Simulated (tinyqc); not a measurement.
CCD on RHF in the sto-6g basis, frozen core, for NH3, spin multiplicity 1, step by step (part 2 of 3). Computed by tinyqc, a small Python program that keeps every step (integrals from PySCF). Command: `OMP_NUM_THREADS=1 python tinyqc.py 31873 31874 out.jsonl` (the two numbers bound the seeds that draw the settings). One thread of a shared host (Intel(R) Xeon(R) Processor @ 2.60GHz), about 0.2 s of CPU time with the checks.

Geometry (angstrom):
```
atom          x          y         z
N      0.000000   0.000000  0.108000
H      1.057000   0.000000  0.000000
H     -0.528000   0.915000  0.000000
H     -0.528000  -0.915000  0.000000
```

## Iteration 1: building the Fock matrix

D at the start:
```
            1N 1s      1N 2s     1N 2px     1N 2py     1N 2pz      2H 1s      3H 1s      4H 1s
1N 1s    2.042820  -0.157421  -0.000054   0.000000  -0.026842  -0.126533  -0.126653  -0.126653
1N 2s   -0.157421   0.832930   0.000257   0.000000   0.100011   0.292900   0.293118   0.293118
1N 2px  -0.000054   0.000257   1.197443   0.000000  -0.000043   0.460172  -0.229973  -0.229973
1N 2py   0.000000   0.000000   0.000000   1.196853   0.000000   0.000000   0.398513  -0.398513
1N 2pz  -0.026842   0.100011  -0.000043   0.000000   1.992279  -0.018642  -0.018680  -0.018680
2H 1s   -0.126533   0.292900   0.460172   0.000000  -0.018642   0.283763   0.018678   0.018678
3H 1s   -0.126653   0.293118  -0.229973   0.398513  -0.018680   0.018678   0.284050   0.018666
4H 1s   -0.126653   0.293118  -0.229973  -0.398513  -0.018680   0.018678   0.018666   0.284050
```

core Hamiltonian H = T + V (hartree):
```
             1N 1s      1N 2s     1N 2px     1N 2py     1N 2pz      2H 1s      3H 1s      4H 1s
1N 1s   -25.931758  -5.668707   0.000011   0.000000   0.004643  -1.335209  -1.336997  -1.336997
1N 2s    -5.668707  -7.661923   0.000080   0.000000   0.051464  -3.047712  -3.050451  -3.050451
1N 2px    0.000011   0.000080  -6.450458   0.000000  -0.000016  -2.342997   1.171787   1.171787
1N 2py    0.000000   0.000000   0.000000  -6.450685   0.000000   0.000000  -2.030657   2.030657
1N 2pz    0.004643   0.051464  -0.000016   0.000000  -6.278532   0.252340   0.252636   0.252636
2H 1s    -1.335209  -3.047712  -2.342997   0.000000   0.252340  -4.451425  -0.926265  -0.926265
3H 1s    -1.336997  -3.050451   1.171787  -2.030657   0.252636  -0.926265  -4.453122  -0.926673
4H 1s    -1.336997  -3.050451   1.171787   2.030657   0.252636  -0.926265  -0.926673  -4.453122
```

nuclear repulsion = 11.33028936 hartree

Given earlier and not repeated: Two-electron integrals (ij|kl) in chemists' order.

J_ij = sum D_kl (ij|kl), K_ij = sum D_kl (ik|jl); F = H + J - 0.5 K; E = tr D H + tr D J / 2 - 0.25 tr D K + E_nn.

Coulomb J (hartree):
```
            1N 1s      1N 2s     1N 2px     1N 2py     1N 2pz      2H 1s      3H 1s      4H 1s
1N 1s   15.050076   2.661850  -0.000001   0.000000   0.000956   0.640596   0.641458   0.641458
1N 2s    2.661850   7.117465  -0.000019   0.000000  -0.006856   2.800952   2.803490   2.803490
1N 2px  -0.000001  -0.000019   7.124586   0.000000   0.000004   2.340304  -1.170490  -1.170490
1N 2py   0.000000   0.000000   0.000000   7.124641   0.000000   0.000000   2.028408  -2.028408
1N 2pz   0.000956  -0.006856   0.000004   0.000000   7.103166  -0.241422  -0.241719  -0.241719
2H 1s    0.640596   2.800952   2.340304   0.000000  -0.241422   4.614292   0.834720   0.834720
3H 1s    0.641458   2.803490  -1.170490   2.028408  -0.241719   0.834720   4.616048   0.835070
4H 1s    0.641458   2.803490  -1.170490  -2.028408  -0.241719   0.834720   0.835070   4.616048
```

exchange K (hartree):
```
            1N 1s      1N 2s     1N 2px     1N 2py     1N 2pz      2H 1s      3H 1s      4H 1s
1N 1s    8.458640   1.352506   0.000000   0.000000  -0.002568   0.339465   0.339913   0.339913
1N 2s    1.352506   2.128093  -0.000012   0.000000   0.017290   0.991524   0.992341   0.992341
1N 2px   0.000000  -0.000012   1.765717   0.000000   0.000000   0.798503  -0.399300  -0.399300
1N 2py   0.000000   0.000000   0.000000   1.765748   0.000000   0.000000   0.691953  -0.691953
1N 2pz  -0.002568   0.017290   0.000000   0.000000   1.911010  -0.074834  -0.074927  -0.074927
2H 1s    0.339465   0.991524   0.798503   0.000000  -0.074834   1.089760   0.309823   0.309823
3H 1s    0.339913   0.992341  -0.399300   0.691953  -0.074927   0.309823   1.090817   0.309943
4H 1s    0.339913   0.992341  -0.399300  -0.691953  -0.074927   0.309823   0.309943   1.090817
```

Fock matrix F (hartree):
```
             1N 1s      1N 2s     1N 2px     1N 2py     1N 2pz      2H 1s      3H 1s      4H 1s
1N 1s   -15.111002  -3.683110   0.000010   0.000000   0.006882  -0.864346  -0.865496  -0.865496
1N 2s    -3.683110  -1.608505   0.000067   0.000000   0.035963  -0.742523  -0.743131  -0.743131
1N 2px    0.000010   0.000067  -0.208731   0.000000  -0.000012  -0.401944   0.200946   0.200946
1N 2py    0.000000   0.000000   0.000000  -0.208917   0.000000   0.000000  -0.348226   0.348226
1N 2pz    0.006882   0.035963  -0.000012   0.000000  -0.130871   0.048334   0.048380   0.048380
2H 1s    -0.864346  -0.742523  -0.401944   0.000000   0.048334  -0.382012  -0.246457  -0.246457
3H 1s    -0.865496  -0.743131   0.200946  -0.348226   0.048380  -0.246457  -0.382483  -0.246575
4H 1s    -0.865496  -0.743131   0.200946   0.348226   0.048380  -0.246457  -0.246575  -0.382483
```

total energy of this density = -55.75866184 hartree

## Iteration 1: diagonalisation and new density

X:
```
                1          2          3          4          5          6          7          8
1N 1s   -0.312880   0.000000  -0.000648   0.858359   0.462532   0.000011   0.000000   0.146365
1N 2s    1.381334   0.000000   0.002120  -0.038947   0.075522   0.000067   0.000000   0.443239
1N 2px  -0.001974   0.000000   1.027724   0.000099   0.000027   0.631843   0.000000  -0.000095
1N 2py   0.000000   1.028171   0.000000   0.000000   0.000000   0.000000   0.631770   0.000000
1N 2pz  -0.117693   0.000000  -0.000152  -0.490889   0.867318   0.000007   0.000000  -0.037836
2H 1s   -0.627687   0.000000  -0.977885  -0.140053  -0.075411   0.443303   0.000000   0.302033
3H 1s   -0.630861  -0.846298   0.487371  -0.140029  -0.075404  -0.221455   0.383770   0.302235
4H 1s   -0.630861   0.846298   0.487371  -0.140029  -0.075404  -0.221455  -0.383770   0.302235
```

Diagonalise F' = X^T F X, C = X C', fill 5 alpha and 5 beta electrons from the bottom; D = 2 C_occ C_occ^T. Each column has its largest component positive (the first on a tie).

F' = X^T F X (hartree):
```
           1         2          3           4          5          6          7          8
1   0.457214  0.000000  -0.001075    1.182931   0.637034  -0.000127   0.000000   0.143464
2   0.000000  0.796487   0.000000    0.000000   0.000000   0.000000   0.050137   0.000000
3  -0.001075  0.000000   0.795739    0.003242   0.001778   0.050127   0.000000   0.000610
4   1.182931  0.000000   0.003242  -10.357554  -5.797161  -0.000180   0.000000  -3.626893
5   0.637034  0.000000   0.001778   -5.797161  -3.414974  -0.000108   0.000000  -2.066041
6  -0.000127  0.000000   0.050127   -0.000180  -0.000108  -0.460960   0.000000  -0.000076
7   0.000000  0.050137   0.000000    0.000000   0.000000   0.000000  -0.461134   0.000000
8   0.143464  0.000000   0.000610   -3.626893  -2.066041  -0.000076   0.000000  -2.188736
```

orbital energies (hartree): MO1 -15.115112, MO2 -0.882772, MO3 -0.463130, MO4 -0.462956, MO5 -0.129987, MO6 0.623818, MO7 0.797739, MO8 0.798483

coefficients C:
```
              MO1        MO2        MO3        MO4        MO5        MO6        MO7        MO8
1N 1s    0.995472  -0.201892   0.000000  -0.000006  -0.024128  -0.194229   0.000390   0.000000
1N 2s    0.022418   0.676428   0.000000   0.000109   0.118472   1.280496  -0.002886   0.000000
1N 2px  -0.000003  -0.000045   0.000000   0.590446  -0.000028   0.001918   1.052053   0.000000
1N 2py   0.000000   0.000000   0.590378   0.000000   0.000000   0.000000   0.000000   1.052484
1N 2pz  -0.001073  -0.039357   0.000000   0.000021   0.992930  -0.145031   0.000333   0.000000
2H 1s   -0.004673   0.211022   0.000000   0.481787  -0.025062  -0.685625  -0.957033   0.000000
3H 1s   -0.004679   0.211189   0.417125  -0.240750  -0.025060  -0.683374   0.480611  -0.830365
4H 1s   -0.004679   0.211189  -0.417125  -0.240750  -0.025060  -0.683374   0.480611   0.830365
```

D after iteration 1:
```
            1N 1s      1N 2s     1N 2px     1N 2py     1N 2pz      2H 1s      3H 1s      4H 1s
1N 1s    2.064616  -0.234215   0.000006   0.000000  -0.034159  -0.093308  -0.093378  -0.093378
1N 2s   -0.234215   0.944185   0.000062   0.000000   0.181976   0.279440   0.279508   0.279508
1N 2px   0.000006   0.000062   0.697253   0.000000  -0.000027   0.568921  -0.284318  -0.284318
1N 2py   0.000000   0.000000   0.000000   0.697091   0.000000   0.000000   0.492523  -0.492523
1N 2pz  -0.034159   0.181976  -0.000027   0.000000   1.974922  -0.066350  -0.066388  -0.066388
2H 1s   -0.093308   0.279440   0.568921   0.000000  -0.066350   0.554599  -0.141550  -0.141550
3H 1s   -0.093378   0.279508  -0.284318   0.492523  -0.066388  -0.141550   0.554410  -0.141564
4H 1s   -0.093378   0.279508  -0.284318  -0.492523  -0.066388  -0.141550  -0.141564   0.554410
```

## Iteration 8 (converged): orbitals

converged F (hartree):
```
             1N 1s      1N 2s     1N 2px     1N 2py     1N 2pz      2H 1s      3H 1s      4H 1s
1N 1s   -15.461693  -3.735294   0.000007   0.000000   0.008025  -0.878870  -0.880038  -0.880038
1N 2s    -3.735294  -1.789333   0.000139   0.000000   0.028818  -0.794566  -0.795255  -0.795255
1N 2px    0.000007   0.000139  -0.282428   0.000000  -0.000023  -0.442163   0.221095   0.221095
1N 2py    0.000000   0.000000   0.000000  -0.282751   0.000000   0.000000  -0.383108   0.383108
1N 2pz    0.008025   0.028818  -0.000023   0.000000  -0.306957   0.058497   0.058549   0.058549
2H 1s    -0.878870  -0.794566  -0.442163   0.000000   0.058497  -0.455856  -0.240719  -0.240719
3H 1s    -0.880038  -0.795255   0.221095  -0.383108   0.058549  -0.240719  -0.456440  -0.240863
4H 1s    -0.880038  -0.795255   0.221095   0.383108   0.058549  -0.240719  -0.240863  -0.456440
```

As before.

F' = X^T F X (hartree):
```
           1         2          3           4          5          6          7          8
1   0.307874  0.000000  -0.001127    1.260500   0.656018  -0.000154   0.000000   0.067290
2   0.000000  0.725723   0.000000    0.000000   0.000000   0.000000   0.063701   0.000000
3  -0.001127  0.000000   0.725135    0.003405   0.001819   0.063743   0.000000   0.000492
4   1.260500  0.000000   0.003405  -10.647092  -5.859949  -0.000200   0.000000  -3.684542
5   0.656018  0.000000   0.001819   -5.859949  -3.627388  -0.000122   0.000000  -2.095539
6  -0.000154  0.000000   0.063743   -0.000200  -0.000122  -0.547648   0.000000  -0.000013
7   0.000000  0.063701   0.000000    0.000000   0.000000   0.000000  -0.547901   0.000000
8   0.067290  0.000000   0.000492   -3.684542  -2.095539  -0.000013   0.000000  -2.302099
```

orbital energies (hartree): MO1 -15.464714, MO2 -1.021361, MO3 -0.551079, MO4 -0.550832, MO5 -0.308795, MO6 0.526162, MO7 0.728322, MO8 0.728901

coefficients C:
```
              MO1        MO2        MO3        MO4        MO5        MO6        MO7        MO8
1N 1s    0.996157  -0.212210   0.000000  -0.000038  -0.025332  -0.178968   0.000226   0.000000
1N 2s    0.018972   0.756929   0.000000   0.000237   0.135663   1.232907  -0.001875   0.000000
1N 2px  -0.000003  -0.000142   0.000000   0.579778  -0.000038   0.001143   1.057971   0.000000
1N 2py   0.000000   0.000000   0.579752   0.000000   0.000000   0.000000   0.000000   1.058374
1N 2pz  -0.001017  -0.038502   0.000000   0.000039   0.990313  -0.162146   0.000240   0.000000
2H 1s   -0.003782   0.167212   0.000000   0.491462  -0.040692  -0.696188  -0.952602   0.000000
3H 1s   -0.003787   0.167423   0.425464  -0.245576  -0.040672  -0.695003   0.477664  -0.826124
4H 1s   -0.003787   0.167423  -0.425464  -0.245576  -0.040672  -0.695003   0.477664   0.826124
```

D after iteration 8:
```
            1N 1s      1N 2s     1N 2px     1N 2py     1N 2pz      2H 1s      3H 1s      4H 1s
1N 1s    2.076006  -0.290332   0.000013   0.000000  -0.035858  -0.076479  -0.076523  -0.076523
1N 2s   -0.290332   1.183412   0.000049   0.000000   0.210373   0.242184   0.242159   0.242159
1N 2px   0.000013   0.000049   0.672284   0.000000  -0.000020   0.569833  -0.284803  -0.284803
1N 2py   0.000000   0.000000   0.000000   0.672225   0.000000   0.000000   0.493327  -0.493327
1N 2pz  -0.035858   0.210373  -0.000020   0.000000   1.964408  -0.093425  -0.093460  -0.093460
2H 1s   -0.076479   0.242184   0.569833   0.000000  -0.093425   0.542330  -0.182053  -0.182053
3H 1s   -0.076523   0.242159  -0.284803   0.493327  -0.093460  -0.182053   0.542051  -0.182026
4H 1s   -0.076523   0.242159  -0.284803  -0.493327  -0.093460  -0.182053  -0.182026   0.542051
```

## Convergence

Stop when the energy changes by less than 1e-10 hartree and every element of the error matrix X^T (F D S - S D F) X is below 3e-06.

Course of the cycle:
```
iteration   E (hartree)     change  largest element of the error matrix
1          -55.75866184          -                             5.65e-01
2          -55.95449534  -1.96e-01                             1.31e-01
3          -55.96403624  -9.54e-03                             2.05e-02
4          -55.96470909  -6.73e-04                             5.38e-03
5          -55.96473485  -2.58e-05                             8.10e-04
6          -55.96473581  -9.62e-07                             1.34e-05
7          -55.96473581  -2.30e-10                             1.17e-07
8          -55.96473581   2.84e-14                             4.61e-08
```

PySCF RHF in the same basis = -55.96473581 hartree

Converged in 8 iterations.

## Populations, bond orders and dipole

overlap S:
```
           1N 1s     1N 2s     1N 2px     1N 2py     1N 2pz      2H 1s      3H 1s      4H 1s
1N 1s   1.000000  0.229416   0.000000   0.000000   0.000000   0.053671   0.053743   0.053743
1N 2s   0.229416  1.000000   0.000000   0.000000   0.000000   0.465098   0.465450   0.465450
1N 2px  0.000000  0.000000   1.000000   0.000000   0.000000   0.419418  -0.209731  -0.209731
1N 2py  0.000000  0.000000   0.000000   1.000000   0.000000   0.000000   0.363454  -0.363454
1N 2pz  0.000000  0.000000   0.000000   0.000000   1.000000  -0.042854  -0.042899  -0.042899
2H 1s   0.053671  0.465098   0.419418   0.000000  -0.042854   1.000000   0.156727   0.156727
3H 1s   0.053743  0.465450  -0.209731   0.363454  -0.042899   0.156727   1.000000   0.156763
4H 1s   0.053743  0.465450  -0.209731  -0.363454  -0.042899   0.156727   0.156763   1.000000
```

Mulliken: Z minus the diagonal of D S on the atom; Loewdin: the same with S^(1/2) D S^(1/2); Mayer order: 2 sum_s sum (D(s) S)_ij (D(s) S)_ji over the two atoms.

Charges (e):
```
atom   Mulliken    Loewdin
1N    -0.489945  -0.339395
2H     0.163198   0.113078
3H     0.163373   0.113159
4H     0.163373   0.113159
```

Mayer bond orders:
```
pair     order
2-1   0.938244
3-1   0.938180
3-2   0.017561
4-1   0.938180
4-2   0.017561
4-3   0.017568
```

dipole moment about the origin, x y z (debye): 0.000226  0.000000  -0.602602
